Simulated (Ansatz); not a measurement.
The input, for Ansatz 0.2.0:

```yaml
crystal:
  periodic: [false, false, false]
  atoms:
    - {symbol: Ga, position_ang: [-0.010733, 0.223375, 1.211964]}
    - {symbol: Al, position_ang: [-0.011567, 0.555085, -2.077462]}
    - {symbol: P, position_ang: [0.036397, -1.042850, -0.816465]}
    - {symbol: H, position_ang: [-0.066380, 1.735816, -3.134737]}
basis:
  gaussian: {orbitals: 6-31G}
magnetization: {spin_polarized: false}
correlation: {method: ccsd, electrons: outside_noble_gas}
accuracy: high
scf: {lower_state_search: off}
output: {forces: true}
```

```sh
$ ansatz run in.yaml --threads 1 --pin off --events-out ev --progress --plain --max-ram 2393MiB
```

The program prints:

```
these checks for a lower state are left out or cut short: starts, cluster_reference, orbital_swaps, neighbouring_geometries, increment
1068 factors; integrals over basis functions are off by at most 4.3e-9 eV
mean field evaluation 1: about -68191.5893 eV, gradient 2.0e1 eV
mean field evaluation 2: about -68191.6615 eV, gradient 2.0e1 eV
mean field evaluation 4: about -68193.5687 eV, gradient 1.6e0 eV
mean field evaluation 8: about -68193.5977 eV, gradient 1.4e-1 eV
mean field evaluation 16: about -68193.5981 eV, gradient 1.1e-8 eV
mean field -68193.59809757 eV, -2506.0685068048 hartree, gradient 1.1e-8 eV, S^2 0.000000; 0 other end points of the search recorded, 0 dependent functions left out
24 core orbitals not correlated: weight in the atoms' cores, before any rotation towards them, 0.996 or more for the frozen orbitals, at most 0.002 for the correlated occupied ones
reference -68193.59809757 eV, -2506.0685068048 hartree; 6, 6 occupied and 27, 27 virtual orbitals, 1068 factors
second order -3.41514702 eV of doubles, -0.00000000 eV of singles
cycle   1  -3.72075720 eV  change   -3.1e-1 eV  update   1.2e-1
cycle   2  -3.97294370 eV  change   -2.5e-1 eV  update   4.2e-2
cycle   3  -4.07126501 eV  change   -9.8e-2 eV  update   2.5e-2
cycle   4  -4.07085785 eV  change    4.1e-4 eV  update   7.0e-3
cycle   5  -4.07032655 eV  change    5.3e-4 eV  update   2.9e-3
cycle   6  -4.07055355 eV  change   -2.3e-4 eV  update   1.3e-3
cycle   7  -4.07023340 eV  change    3.2e-4 eV  update   4.9e-4
cycle   8  -4.07028020 eV  change   -4.7e-5 eV  update   1.9e-4
cycle   9  -4.07030945 eV  change   -2.9e-5 eV  update   6.2e-5
cycle  10  -4.07028568 eV  change    2.4e-5 eV  update   2.4e-5
cycle  11  -4.07029246 eV  change   -6.8e-6 eV  update   8.9e-6
cycle  12  -4.07028982 eV  change    2.6e-6 eV  update   3.0e-6
cycle  13  -4.07029112 eV  change   -1.3e-6 eV  update   9.7e-7
cycle  14  -4.07029085 eV  change    2.7e-7 eV  update   3.8e-7
cycle  15  -4.07029063 eV  change    2.2e-7 eV  update   1.3e-7
cycle  16  -4.07029063 eV  change   -1.2e-9 eV  update   5.6e-8
cycle  17  -4.07029062 eV  change    9.1e-9 eV  update   3.5e-8
cycle  18  -4.07029055 eV  change    6.5e-8 eV  update   1.5e-7
cycle  19  -4.07029050 eV  change    5.4e-8 eV  update   5.9e-8
cycle  20  -4.07029048 eV  change    1.7e-8 eV  update   2.0e-8
cycle  21  -4.07029048 eV  change    4.6e-9 eV  update   6.6e-9
cycle  22  -4.07029048 eV  change  -5.9e-10 eV  update   2.4e-9
cycle  23  -4.07029048 eV  change   5.7e-11 eV  update   1.1e-9
the calculation of the forces begins
Total energy: -68197.66838805 eV, -2506.2180872210 hartree
Atom 0 at    -0.010733     0.223375     1.211964 Å, force    -0.010876     0.278709     0.827302 eV/Å
Atom 1 at    -0.011567     0.555085    -2.077462 Å, force    -0.080483     2.356145    -2.051516 eV/Å
Atom 2 at     0.036397    -1.042850    -0.816465 Å, force     0.093020    -2.837701     1.456471 eV/Å
Atom 3 at    -0.066380     1.735816    -3.134737 Å, force    -0.001661     0.202846    -0.232257 eV/Å
Dipole moment:    -0.014143     0.483209    -0.025844 e Å
Checks for a lower state left out: starts, cluster_reference, orbital_swaps, neighbouring_geometries, increment
```

Forces (eV/Å):
```
Ga  -0.011  0.279  0.827
Al  -0.080  2.356 -2.052
P    0.093 -2.838  1.456
H   -0.002  0.203 -0.232
```

Ran on 1 thread of Arm Neoverse V1, shared host: 5.5 s wall, 0.15 GiB peak host memory.
